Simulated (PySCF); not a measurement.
# Gas-phase thermal properties of BCl2NH2

Method: PySCF energies (xtb for GFN2) plus ideal-gas RRHO corrections (1 bar). 6-31G* has spherical d functions here. All species are closed-shell singlets. B3LYP is the form with VWN-RPA correlation. BCl2NH2: computed as isolated molecules; such fragments, hydroxides, amides, oligomers or adducts are transient or little studied in the gas. The harmonic model lacks anharmonicity and excited electronic states, which grow with temperature; levels with a mode under 35 cm⁻¹ are left out. Internal rotation in BCl2NH2 is treated as a harmonic vibration of one conformer, which makes the entropy rough.

| level | point group | σ | ZPE (kJ/mol) | S°298 (J/mol/K) | Cp298 (J/mol/K) | S°1000 (J/mol/K) | H1000 − H298 (kJ/mol) |
|---|---|---|---|---|---|---|---|
| B3LYP/6-31G* | C2v | 2 | 89.0 | 294.4 | 71.9 | 406.0 | 67.3 |
| GFN2-xTB | C2v | 2 | 83.4 | 297.9 | 75.4 | 412.7 | 69.0 |
| HF/6-31G* | C2v | 2 | 95.3 | 291.5 | 69.1 | 400.2 | 65.7 |
| PBE/def2-SVP | C2v | 2 | 86.4 | 295.8 | 73.2 | 408.7 | 68.0 |
| PBE0/def2-TZVP | C2v | 2 | 89.5 | 294.0 | 71.6 | 405.4 | 67.2 |
σ: rotational symmetry number. Electronic degeneracy used: 1. Frequencies are unscaled.
